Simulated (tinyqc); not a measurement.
Worked calculation: RKS/B3LYP (VWN-RPA form) in the sto-6g basis, for LiH, spin multiplicity 1. One step of it, computed by the program tinyqc.

Task: Iteration 1: building the Kohn-Sham matrix. J_ij = sum D_kl (ij|kl), K_ij = sum D_kl (ik|jl); F = H + J - 0.1 K + V_xc; E = tr D H + tr D J / 2 - 0.05 tr D K + E_xc + E_nn.

D at the start, lower triangle:
```
,1Li 1s,1Li 2s,1Li 2px,1Li 2py,1Li 2pz,2H 1s
1Li 1s,2.074495
1Li 2s,-0.233520,1.074816
1Li 2px,0.000000,0.000000,0.000000
1Li 2py,0.000000,0.000000,0.000000,0.000000
1Li 2pz,-0.008191,0.033193,0.000000,0.000000,0.006266
2H 1s,0.016431,0.057734,0.000000,0.000000,0.067387,0.825113
```

core Hamiltonian H = T + V (hartree), lower triangle:
```
,1Li 1s,1Li 2s,1Li 2px,1Li 2py,1Li 2pz,2H 1s
1Li 1s,-4.834976
1Li 2s,-1.029559,-1.409410
1Li 2px,0.000000,0.000000,-1.160225
1Li 2py,0.000000,0.000000,0.000000,-1.160225
1Li 2pz,-0.022689,-0.133179,0.000000,0.000000,-1.267177
2H 1s,-0.497628,-0.840675,0.000000,0.000000,-0.944818,-1.617050
```

Two-electron integrals (ij|kl) in chemists' order, unique and non-zero (hartree):
```
i,j,k,l,(ij|kl)
1,1,1,1,1.681247
2,1,1,1,0.242603
2,1,2,1,0.044507
2,2,1,1,0.397190
2,2,2,1,0.090279
2,2,2,2,0.290625
3,1,3,1,0.009437
3,2,3,1,0.014261
3,2,3,2,0.064236
3,3,1,1,0.397190
3,3,2,1,0.090279
3,3,2,2,0.290625
3,3,3,3,0.313125
4,1,4,1,0.009437
4,2,4,1,0.014261
4,2,4,2,0.064236
4,3,4,3,0.016875
4,4,1,1,0.397190
4,4,2,1,0.090279
4,4,2,2,0.290625
4,4,3,3,0.279374
4,4,4,4,0.313125
5,1,5,1,0.009437
5,2,5,1,0.014261
5,2,5,2,0.064236
5,3,5,3,0.016875
5,4,5,4,0.016875
5,5,1,1,0.397190
5,5,2,1,0.090279
5,5,2,2,0.290625
5,5,3,3,0.279374
5,5,4,4,0.279374
5,5,5,5,0.313125
6,1,1,1,0.117157
6,1,2,1,0.020848
6,1,2,2,0.041927
6,1,3,3,0.041394
6,1,4,4,0.041394
6,1,5,1,0.002723
6,1,5,2,0.005174
6,1,5,5,0.042994
6,1,6,1,0.010747
6,2,1,1,0.188804
6,2,2,1,0.043004
6,2,2,2,0.137896
6,2,3,3,0.131949
6,2,4,4,0.131949
6,2,5,1,0.007506
6,2,5,2,0.037386
6,2,5,5,0.149790
6,2,6,1,0.023430
6,2,6,2,0.097142
6,3,3,1,0.004427
6,3,3,2,0.017931
6,3,5,3,0.006376
6,3,6,3,0.008695
6,4,4,1,0.004427
6,4,4,2,0.017931
6,4,5,4,0.006376
6,4,6,4,0.008695
6,5,1,1,0.212327
6,5,2,1,0.049032
6,5,2,2,0.163089
6,5,3,3,0.152743
6,5,4,4,0.152743
6,5,5,1,0.011824
6,5,5,2,0.057593
6,5,5,5,0.183780
6,5,6,1,0.028340
6,5,6,2,0.128200
6,5,6,5,0.173647
6,6,1,1,0.380959
6,6,2,1,0.088569
6,6,2,2,0.302049
6,6,3,3,0.277509
6,6,4,4,0.277509
6,6,5,1,0.020121
6,6,5,2,0.111081
6,6,5,5,0.351128
6,6,6,1,0.051796
6,6,6,2,0.257030
6,6,6,5,0.355845
6,6,6,6,0.774999
```

nuclear repulsion = 1.15372938 hartree

V_xc (hartree), lower triangle:
```
,1Li 1s,1Li 2s,1Li 2px,1Li 2py,1Li 2pz,2H 1s
1Li 1s,-0.896771
1Li 2s,-0.105039,-0.167725
1Li 2px,0.000000,0.000000,-0.159337
1Li 2py,0.000000,0.000000,0.000000,-0.159337
1Li 2pz,-0.002022,-0.020726,0.000000,0.000000,-0.184853
2H 1s,-0.054605,-0.116673,0.000000,0.000000,-0.152348,-0.351751
```

E_xc = sum of w rho eps_xc = -1.82050884 hartree

Give: Coulomb J; exchange K; Kohn-Sham matrix F; total energy of this density.

Result:

Coulomb J (hartree), lower triangle:
```
,1Li 1s,1Li 2s,1Li 2px,1Li 2py,1Li 2pz,2H 1s
1Li 1s,4.172
1Li 2s,0.665,1.384
1Li 2px,0.000,0.000,1.362
1Li 2py,0.000,0.000,0.000,1.362
1Li 2pz,0.020,0.108,0.000,0.000,1.429
2H 1s,0.329,0.764,0.000,0.000,0.930,1.802
```

exchange K (hartree), lower triangle:
```
,1Li 1s,1Li 2s,1Li 2px,1Li 2py,1Li 2pz,2H 1s
1Li 1s,3.438
1Li 2s,0.526,0.465
1Li 2px,0.000,0.000,0.092
1Li 2py,0.000,0.000,0.000,0.092
1Li 2pz,0.034,0.143,0.000,0.000,0.259
2H 1s,0.299,0.431,0.000,0.000,0.394,0.844
```

Kohn-Sham matrix F (hartree), lower triangle:
```
,1Li 1s,1Li 2s,1Li 2px,1Li 2py,1Li 2pz,2H 1s
1Li 1s,-1.903
1Li 2s,-0.522,-0.239
1Li 2px,0.000,0.000,0.033
1Li 2py,0.000,0.000,0.000,0.033
1Li 2pz,-0.008,-0.060,0.000,0.000,-0.049
2H 1s,-0.254,-0.236,0.000,0.000,-0.206,-0.252
```

total energy of this density = -7.95275 hartree

This density is the starting one; it is not idempotent, so its energy is not variational and may lie below the converged one.
